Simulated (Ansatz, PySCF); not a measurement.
Species: sodium chloride, NaCl, charge 0, multiplicity 1. SMILES: [Na][Cl]
Geometry: optimised at B3LYP-D3(BJ)/def2-TZVP (Ansatz, an electronic-structure program).

Quantity: atomisation energy (electronic, to ground-state atoms), in eV. Correlated levels leave the core frozen unless marked. Open shells are spin-unrestricted. Spin-orbit coupling is left out. Non-relativistic. The coupled-cluster limit lacks core correlation, which all-electron functionals hold. Basis-set limits of correlation are two-point, X^-3; Hartree-Fock from the larger set.

```csv
level,program,atomisation energy (eV)
TPSSh-D4/def2-TZVPD,PySCF + dftd4,(withheld)
B2PLYP/def2-TZVPD,Ansatz,(withheld)
CCSD/def2-TZVPPD,Ansatz,4.03
CCSD/def2-QZVPPD,Ansatz,4.13
"CCSD(T)/CBS(def2-TZVPPD,def2-QZVPPD)",Ansatz,4.32
```

Question: Some entries are withheld; supply them.

Answer: 
- TPSSh-D4/def2-TZVPD, atomisation energy (eV): 4.17
- B2PLYP/def2-TZVPD, atomisation energy (eV): 4.09
